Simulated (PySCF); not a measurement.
# Bond curve of P₂

Set-up: PySCF, no relativity, basis sets P def2-SVPD. Energies in eV from P + P in their ground configurations at the same level. All curves are PBE0. state 1: triplet, unpaired electrons π ↑↑, a mixture of terms (⟨Lz²⟩ = 2.0), a second solution, started from another occupation; state 2: ⁵Σg⁺ (quintet), unpaired electrons π ↑↑↑↑, a second solution, started from another occupation.

| R (Å) | state 1 | state 2 |
| --- | --- | --- |
| 1.629 | 1.829 | 6.315 |
| 1.705 | 0.140 | 4.032 |
| 1.780 | -1.004 | 2.340 |
| 1.837 | -1.587 | 1.373 |
| 1.894 | -1.988 | 0.612 |
| 1.951 | -2.242 | 0.021 |
| 2.027 | -2.404 | -0.558 |
| 2.121 | -2.396 | -1.020 |
| 2.235 | -2.179 | -1.299 |
| 2.386 | -1.690 | -1.369 |

Put a parabola through the three lowest points of the state 1 curve and estimate Re, k and ωe (reduced mass 15.49 u; 1 eV/Å² = 0.16022 mdyn/Å; ωe = 1302.8·√(k/μ) cm⁻¹).

Through R = 1.951, 2.027, 2.121 Å the second-order coefficient is 13.0 eV/Å², so Re ≈ 2.071 Å, k ≈ 4.18 mdyn/Å and ωe ≈ 677 cm⁻¹. A polynomial fit of higher order to the unrounded PBE0 energies gives Re = 2.068 Å, k = 3.56 mdyn/Å, ωe = 625 cm⁻¹; anharmonicity and rounding make the difference.

The higher-order fit for each curve: state 1: Re = 2.068 Å, ωe = 625 cm⁻¹, minimum 2.42 eV below the ground-state fragments; state 2: Re = 2.349 Å, ωe = 420 cm⁻¹, minimum 1.38 eV below the ground-state fragments.
